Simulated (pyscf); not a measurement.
H₂P–PH₂ (SMILES PP) + H₂O (SMILES O) -> HO–PH₂ (SMILES OP) + PH₃ (SMILES P) (four-centre exchange; singlet surface; P–P, H–O broken, O–P, H–P formed). PySCF, gas phase, ωB97X-D3(BJ)/def2-SVP geometries. MP2 and CC: frozen core, UHF for open shells. ΔMP2 is the change of the MP2 total energy from the triple- to the quadruple-zeta basis. Energies in kcal/mol from the separated reactants.

```json
[
 {"level": "PBE/def2-TZVP", "barrier": "48.1", "reaction energy": "+5.3"},
 {"level": "B3LYP-D3(BJ)/def2-TZVP", "barrier": "(withheld)", "reaction energy": "+3.2"},
 {"level": "M06-2X/def2-TZVP", "barrier": "56.3", "reaction energy": "+2.7"},
 {"level": "HF/def2-TZVP", "barrier": "76.1", "reaction energy": "-1.6"},
 {"level": "CCSD/def2-TZVPP", "barrier": "62.9", "reaction energy": "+3.6"},
 {"level": "CCSD(T)/def2-TZVPP", "barrier": "59.1", "reaction energy": "+4.4"},
 {"level": "CCSD(T)/def2-TZVPP + ΔMP2(QZVPP)", "barrier": "(withheld)", "reaction energy": "(withheld)"}
]
```

Task: Fill in the missing entries.

Result: 
- B3LYP-D3(BJ)/def2-TZVP, barrier: 53.4
- CCSD(T)/def2-TZVPP + ΔMP2(QZVPP), barrier: 59.0
- CCSD(T)/def2-TZVPP + ΔMP2(QZVPP), reaction energy: +5.2

Of the functionals in the table, M06-2X is closest to CCSD(T)/def2-TZVPP + ΔMP2(QZVPP) in the barrier (2.7 kcal/mol apart) and PBE least close (10.9 kcal/mol); that level has limits of its own. This is the saddle that the search found; another between the same sides may lie lower. The CCSD(T) − MP2 part came from Ansatz, without density fitting, on the same reference.
